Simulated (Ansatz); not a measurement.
Basis-set extrapolation for C3H6F2O (`FCCOCF`) (PBE0-D4/def2-TZVP geometry, frozen core, the Gaussian-basis code of Ansatz). Multiplicity 1, RHF reference.

|  | def2-TZVPP | def2-QZVPP |
| --- | --- | --- |
| HF | -390.987571 | -391.005229 |
| MP2 correlation | -1.240050 | -1.340897 |
| CCSD(T) correlation | -1.316758 | not run |

Energies in hartree. Use E(X) = E(∞) + A·exp(−7.88·√X) for Hartree–Fock and E(X) = E(∞) + B·X^(−2.97) for correlation, with X = 3 and 4, and add CCSD(T) minus MP2 of the smaller set to the MP2 limit.

Q: What is the CCSD(T) energy at the basis-set limit?

A: HF limit: -391.005229 + (-0.017658) × 0.13774 = -391.00766. MP2 limit: -1.340897 + (-0.100847) × 0.74074 = -1.41560. Higher-order term: -1.316758 − (-1.240050) = -0.07671. Total: -392.49997 hartree, 513.7 kJ/mol below CCSD(T)/def2-TZVPP.
